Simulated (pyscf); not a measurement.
# Routes from H₂N–BH–F (SMILES NBF)

Candidate steps break at most two bonds and form at most two. Each was searched with GFN2-xTB (tblite) first. Single points on ωB97X-D3(BJ)/def2-SVP structures (PySCF, gas phase). MP2 and CC: frozen core, UHF for open shells. ΔMP2 is the change of the MP2 total energy from the triple- to the quadruple-zeta basis. Energies: CCSD(T)/def2-TZVPP + ΔMP2(QZVPP), kcal/mol, from the reactant's lowest minimum found, singlet surface.

| products | type | ΔE‡ | ΔE | ΔG‡ 298 K | ΔG‡ 900 K | ν‡ (cm⁻¹) |
|---|---|---|---|---|---|---|
| HB=NH + HF | elimination | 75.0 | +64.6 | 71.0 | 70.9 | 493i |
| B–F [singlet] + NH₃ | 1,1-elimination | 105.3 | +78.7 | 101.6 | 100.8 | 1649i |

Row 1: On the product side the descent ends in a complex, 5.8 kcal/mol under the separated species and 12.6 kcal/mol under the saddle at ωB97X-D3(BJ)/def2-TZVP. 

Plain bond fissions and candidates not yet searched are not listed, and one of them may be faster. Each barrier is that of the saddle found; lower ones may exist. The CCSD(T) − MP2 part came from Ansatz, without density fitting, on the same reference.
